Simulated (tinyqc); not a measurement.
Ways to converge the cycle: SCF convergence aids in the sto-3g basis, for LiH, spin multiplicity 3. Computed by the program tinyqc with PySCF. 

Geometry (angstrom):

| atom | x | y | z |
|---|---|---|---|
| Li | 0.0000 | 0.0000 | 0.0000 |
| H | 0.0000 | 0.0000 | 2.2380 |

lowest solution found by these runs and by PySCF with stability checks = -7.777121 hartree

UHF with one setting changed at a time; a run stops when the energy changes by less than 1e-09 hartree and the error matrix is below 1e-5. The start is the Wolfsberg-Helmholz matrix. Damping d keeps d of the old density; a shift (hartree) raises the virtual levels; DIIS n extrapolates F over n matrices.

Largest element of the error matrix X^T (FDS - SDF) X:

| iteration | plain | damping 0.3 | damping 0.6 | shift 0.4 | DIIS 3 | DIIS 8 |
|---|---|---|---|---|---|---|
| 1 | 1.4e-01 | 1.4e-01 | 1.4e-01 | 1.4e-01 | 1.4e-01 | 1.4e-01 |
| 2 | 6.2e-02 | 8.4e-02 | 1.1e-01 | 9.3e-02 | 6.2e-02 | 6.2e-02 |
| 3 | 2.5e-02 | 5.0e-02 | 8.3e-02 | 6.0e-02 | 1.1e-02 | 1.1e-02 |
| 4 | 1.0e-02 | 3.0e-02 | 6.4e-02 | 3.8e-02 | 4.5e-03 | 4.5e-03 |
| 5 | 5.5e-03 | 1.7e-02 | 4.9e-02 | 2.4e-02 | 1.4e-04 | 1.6e-04 |
| 6 | 3.3e-03 | 1.0e-02 | 3.8e-02 | 1.6e-02 | 5.6e-06 | 3.9e-06 |
| 8 | 1.2e-03 | 4.1e-03 | 2.2e-02 | 1.1e-02 | - | - |
| 10 | 4.3e-04 | 2.1e-03 | 1.3e-02 | 7.1e-03 | - | - |
| 14 | 5.4e-05 | 5.7e-04 | 4.4e-03 | 3.0e-03 | - | - |
| 20 | - | 7.8e-05 | 1.4e-03 | 8.0e-04 | - | - |
| 30 | - | - | 2.5e-04 | 8.8e-05 | - | - |
| 45 | - | - | 1.8e-05 | - | - | - |

How each run ends:

| run | iterations | E (hartree) | state |
|---|---|---|---|
| plain | 18 | -7.77712 | lowest found |
| damping 0.3 | 27 | -7.77712 | lowest found |
| damping 0.6 | 49 | -7.77712 | lowest found |
| shift 0.4 | 41 | -7.77712 | lowest found |
| DIIS 3 | 7 | -7.77712 | lowest found |
| DIIS 8 | 7 | -7.77712 | lowest found |

6 of 6 runs reach the lowest solution found, in 7 to 49 iterations (fastest: DIIS 3, DIIS 8). Plain steps already contract here, so damping only slows them. DIIS 3 and DIIS 8 gain by cancelling the error over several earlier matrices, much as a quasi-Newton step does.
